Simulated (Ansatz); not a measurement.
BH2O (SMILES B[O]): the energy, rung by rung

The species is BH2O (4 atoms), meant as a doublet with charge 0. As SMILES, `B[O]`. The shape was relaxed beforehand at r2SCAN/def2-SVP.

Each level gives the adiabatic electron affinity (to the singlet anion, shapes relaxed at r2SCAN/def2-SVP, no zero-point term) (eV). The values are calculated.

The electron affinity is E(neutral) − E(anion): positive where the electron is bound.

| level | kind | program | value (eV) | less CCSD(T)/def2-TZVPP |
| --- | --- | --- | --- | --- |
| UHF/def2-TZVPP | Hartree–Fock | Ansatz | 0.78 | -1.47 |
| USVWN5/def2-TZVPP | LDA | Ansatz | 2.28 | +0.03 |
| UBLYP/def2-TZVPP | GGA | Ansatz | 2.02 | -0.23 |
| UB3LYP/def2-TZVPP | global hybrid | Ansatz | 2.20 | -0.05 |
| U-wB97M-V/def2-TZVPP | range-separated hybrid | Ansatz | 2.23 | -0.02 |
| RPA@PBE/def2-TZVPP | RPA | Ansatz | 2.40 | +0.15 |
| UMP2/def2-TZVPP | perturbation theory | Ansatz | 2.71 | +0.46 |
| UCCSD(T)/def2-TZVPP | coupled cluster or CI | Ansatz | 2.25 | 0.00 |

UCCSD(T)/def2-TZVPP is the highest level here, not the true value. The values span 0.78 to 2.71 eV.
